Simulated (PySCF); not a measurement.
fluoromethane cation (CH3F), SMILES CF (connectivity only; charge and spin as stated), charge +1, multiplicity 2.

Geometry: B3LYP-D3(BJ)/def2-TZVP. The multiplicity is an assumed one; other spin states were not compared.

All values below come from SMD-ωB97X/6-31G* run with PySCF.

Solvation free energies are E(SMD) − E(gas) at the gas-phase geometry, for 1 M in both phases.

Question: Rank water, chloroform, dimethylsulfoxide by solvation free energy, most negative first.

Answer: dimethylsulfoxide (-83.6 kcal/mol), water (-83.2 kcal/mol), chloroform (-67.5 kcal/mol)
